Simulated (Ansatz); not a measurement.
# One shape, several levels: AlH5O (Al(H2O)H3)

We compute a comparison of 6 runs (UHF/STO-3G, PBE/STO-3G, SVWN5/STO-3G, UPBE/STO-3G, UMP2/STO-3G, CCSD(T)/STO-3G) of AlH5O (Al(H2O)H3). 

Program for the calculation: Ansatz 0.2.0.

53 further runs of the same task are left out: 1 that didn't finish, 52 set aside as unsound or not needed.

## Step 1: The system as given

AlH5O has 7 atoms, charge 0, and is taken as a singlet. As SMILES, `[H][Al]([H])([H])<-[OH2]`. The H5–Al1 distance was set to 3.931 Å, away from the relaxed value. At this shape a bond of the SMILES string is far longer than usual.

Bond lengths: Al1–O2 1.891 Å, O2–H3 0.965 Å, O2–H4 0.964 Å, Al1–H6 1.570 Å, Al1–H7 1.574 Å. Angles: Al1–O2–H3 124.8°, Al1–O2–H4 123.3°, O2–Al1–H6 100.8°, O2–Al1–H7 95.1°, H3–O2–H4 111.4°, H6–Al1–H7 117.8°.

## Step 2: A single-point energy at UHF/STO-3G (run 1)

job.yaml

```yaml
basis:
  gaussian:
    orbitals: STO-3G
crystal:
  periodic: [false, false, false]
  atoms:
    - symbol: Al
      position_ang: [-2.315351, -0.098110, -0.727417]
    - symbol: O
      position_ang: [-2.378461, 0.003310, 1.159643]
    - symbol: H
      position_ang: [-3.088221, -0.354270, 1.706413]
    - symbol: H
      position_ang: [-1.765561, 0.533380, 1.681873]
    - symbol: H
      position_ang: [1.607200, -0.040110, -0.978390]
    - symbol: H
      position_ang: [-3.089261, 1.210980, -1.118947]
    - symbol: H
      position_ang: [-3.091471, -1.463980, -0.819677]
magnetization:
  spin_polarized: true
  initial_magnetization: 0
hamiltonian:
  xc: hf
accuracy: high
```

Launch:

```
ansatz run job.yaml --threads 1 --pin off --max-ram 2610MiB --events-out events.jsonl --progress --plain --runs-dir runs
```

The program printed:

```text
Warning: RAYON_NUM_THREADS=1 ignored (pool sized by the plan → 1); use --threads N
Functional definition: HF
  name "HF"
  exchange = exact_x
  correlation = 0
329 factors; integrals over basis functions are off by at most 5.1e-9 eV
mean field evaluation 1: about -8579.2456 eV, gradient 1.0e1 eV
mean field evaluation 2: about -8579.2753 eV, gradient 1.0e1 eV
mean field evaluation 4: about -8580.2436 eV, gradient 5.2e0 eV
mean field evaluation 8: about -8581.7001 eV, gradient 3.1e0 eV
mean field evaluation 16: about -8581.8797 eV, gradient 3.0e-4 eV
mean field evaluation 32: about -8585.0980 eV, gradient 1.0e1 eV
mean field -8586.32695312 eV, -315.5416955056 hartree, gradient 2.5e-8 eV, S^2 0.998709; 1 other end points of the search recorded, 0 dependent functions left out
reference -8586.32695312 eV, -315.5416955056 hartree; 13, 13 occupied and 6, 6 virtual orbitals, 329 factors
Total energy: -8586.32695312 eV, -315.5416955056 hartree
```

It took 0.14 s on 1 thread of Arm Neoverse V2, shared host.

## Step 3: A single-point energy at PBE/STO-3G (run 2)

run.yaml

```yaml
crystal:
  periodic: [false, false, false]
  atoms:
    - {symbol: Al, position_ang: [-2.315351, -0.098110, -0.727417]}
    - {symbol: O, position_ang: [-2.378461, 0.003310, 1.159643]}
    - {symbol: H, position_ang: [-3.088221, -0.354270, 1.706413]}
    - {symbol: H, position_ang: [-1.765561, 0.533380, 1.681873]}
    - {symbol: H, position_ang: [1.607200, -0.040110, -0.978390]}
    - {symbol: H, position_ang: [-3.089261, 1.210980, -1.118947]}
    - {symbol: H, position_ang: [-3.091471, -1.463980, -0.819677]}
basis:
  gaussian: {orbitals: STO-3G}
hamiltonian: {xc: {name: PBE}}
accuracy: high
```

Launch:

```
ansatz run run.yaml --threads 1 --pin off --max-ram 2610MiB --events-out events.jsonl --progress --plain --runs-dir runs
```

The program printed:

```text
Warning: RAYON_NUM_THREADS=1 ignored (pool sized by the plan → 1); use --threads N
Functional definition: PBE
  name "PBE"
  parameter kappa = 0.804
  parameter beta = 0.06672455060314922
  exchange = pbe_x(kappa = kappa, mu = beta*pi^2/3)
  correlation = pbe_c(beta = beta)
329 factors; integrals over basis functions are off by at most 5.1e-9 eV
mean field evaluation 1: about -8595.4497 eV, gradient 2.4e1 eV
mean field evaluation 2: about -8581.5289 eV, gradient 3.4e1 eV
mean field evaluation 4: about -8597.9924 eV, gradient 1.2e1 eV
mean field evaluation 8: about -8597.9464 eV, gradient 1.2e1 eV
mean field evaluation 16: about -8602.6621 eV, gradient 2.4e-8 eV
mean field -8602.66213686 eV, -316.1420024357 hartree, gradient 2.6e-8 eV, S^2 0.000000; 0 other end points of the search recorded, 0 dependent functions left out
reference -8602.66213930 eV, -316.1420025256 hartree; 13, 13 occupied and 6, 6 virtual orbitals, 329 factors
Total energy: -8602.66213930 eV, -316.1420025256 hartree
```

Run time: 1.2 s. Hardware: 1 thread of Arm Neoverse V2, shared host; peak memory 0.098 GiB.

## Step 4: The energy at SVWN5/STO-3G (run 3)

Edit run.yaml of step 3 so:

```diff
@@ -12,3 +12,3 @@
   gaussian: {orbitals: STO-3G}
-hamiltonian: {xc: {name: PBE}}
+hamiltonian: {xc: {name: SVWN5}}
 accuracy: high
```

Launch:

```
ansatz run run.yaml --threads 1 --pin off --max-ram 2610MiB --events-out events.jsonl --progress --plain --runs-dir runs
```

The program printed:

```text
Warning: RAYON_NUM_THREADS=1 ignored (pool sized by the plan → 1); use --threads N
Functional definition: SVWN5
  name "SVWN5"
  exchange = slater_x
  correlation = vwn5_c
329 factors; integrals over basis functions are off by at most 5.1e-9 eV
mean field evaluation 1: about -8555.5955 eV, gradient 2.4e1 eV
mean field evaluation 2: about -8542.1563 eV, gradient 3.5e1 eV
mean field evaluation 4: about -8557.3761 eV, gradient 1.1e1 eV
mean field evaluation 8: about -8557.3297 eV, gradient 9.3e0 eV
mean field evaluation 16: about -8562.9736 eV, gradient 5.8e-5 eV
mean field -8562.97363742 eV, -314.6834769830 hartree, gradient 7.2e-8 eV, S^2 0.000000; 0 other end points of the search recorded, 0 dependent functions left out
reference -8562.97363977 eV, -314.6834770697 hartree; 13, 13 occupied and 6, 6 virtual orbitals, 329 factors
Total energy: -8562.97363977 eV, -314.6834770697 hartree
```

It took 0.74 s on 1 thread of Arm Neoverse V2, shared host; peak memory 0.095 GiB.

Runs 4 to 5 aren't shown in full; the table further down has their settings and results.

## Step 5: The energy at CCSD(T)/STO-3G (run 6)

molecule.yaml

```yaml
crystal:
  periodic: [false, false, false]
  atoms:
    - {symbol: Al, position_ang: [-2.315351, -0.098110, -0.727417]}
    - {symbol: O, position_ang: [-2.378461, 0.003310, 1.159643]}
    - {symbol: H, position_ang: [-3.088221, -0.354270, 1.706413]}
    - {symbol: H, position_ang: [-1.765561, 0.533380, 1.681873]}
    - {symbol: H, position_ang: [1.607200, -0.040110, -0.978390]}
    - {symbol: H, position_ang: [-3.089261, 1.210980, -1.118947]}
    - {symbol: H, position_ang: [-3.091471, -1.463980, -0.819677]}
basis:
  gaussian:
    orbitals: STO-3G
total_charge: 0
correlation:
  method: ccsd_t
  frozen_orbitals: {Al: 5, H: 0, O: 1}
accuracy: high
scf:
  omitted_lower_state_checks: [cluster_reference, increment]
```

Launch:

```
ansatz run molecule.yaml --threads 1 --pin off --max-ram 2610MiB --events-out events.jsonl --progress --plain --runs-dir runs
```

The program printed (excerpt; [...] marks lines left out):

```text
Warning: RAYON_NUM_THREADS=1 ignored (pool sized by the plan → 1); use --threads N
Functional definition: HF
  name "HF"
[...]
329 factors; integrals over basis functions are off by at most 5.1e-9 eV
[...]
mean field -8581.87970528 eV, -315.3782621622 hartree, gradient 1.0e-8 eV, S^2 0.000000; 0 other end points of the search recorded, 0 dependent functions left out; unrestricted orbitals would lower it
6 core orbitals not correlated: weight in the atoms' cores, before any rotation towards them, 0.999 or more for the frozen orbitals, at most 0.000 for the correlated occupied ones
reference -8581.87970528 eV, -315.3782621622 hartree; 7, 7 occupied and 6, 6 virtual orbitals, 329 factors
second order -4.45086248 eV of doubles, -0.00000000 eV of singles
cycle   1  -3.42355309 eV  change    -1.1e0 eV  update   1.6e-1
[...]
cycle  28  -6.67246040 eV  change   1.6e-10 eV  update  3.7e-10
perturbative correction -0.48020308 eV, -0.0176471377 hartree
WARN: these amplitudes may be one of several solutions (largest doubles amplitude 1.11, level shift 9.72 eV)
Total energy: -8589.03236877 eV, -315.6411176969 hartree
Checks for a lower state left out: cluster_reference, increment
```

It took 0.14 s on 1 thread of Arm Neoverse V2, shared host.

## Step 6: Overview of the runs

| run | level | frozen core orbitals | energy (Eh) | wall time |
| --- | --- | --- | --- | --- |
| 1 | UHF/STO-3G | – | -315.541696 | 0.14 s |
| 2 | PBE/STO-3G | – | -316.142003 | 1.2 s |
| 3 | SVWN5/STO-3G | – | -314.683477 | 0.74 s |
| 4 | UPBE/STO-3G | – | -316.172562 | 3.9 s |
| 5 | UMP2/STO-3G | 6 | -315.605234 | 0.14 s |
| 6 | CCSD(T)/STO-3G | 6 | -315.641118 | 0.14 s |

## Step 7: Outcome

| quantity | value |
| --- | --- |
| run 6: total energy | -315.64112 Eh |
| run 6: correlation energy (6 core orbitals frozen) | -262.9 mEh |
| run 6: (T) correction | -17.65 mEh |
| run 6: T1 diagnostic | 0.133 |

In words: Below the UHF energy at the same shape and in the same basis (STO-3G): UMP2 -63.5 mEh; CCSD(T) -99.4 mEh. Some of these start from another determinant than that one, so these aren't their correlation energies. Totals of different functionals can't be ranked against each other. In run 6 the T1 diagnostic is large, so a single reference may not serve. In run 6 the log says that unrestricted orbitals would lower the reference, so the values rest on an unstable closed-shell determinant (other closed-shell runs at this shape may share the fault). In runs 1, 2, 3, 4, 5, 6 the basis is minimal, so the values are rough. Spin contamination of the reference: run 1 ⟨S²⟩ = 1.00, run 5 ⟨S²⟩ = 1.00, run 4 ⟨S²⟩ = 0.84. Where it is this large, the reference is a mixture of spin states, and values that rest on it are in doubt. All runs together took 6.3 s, the longest 3.9 s.
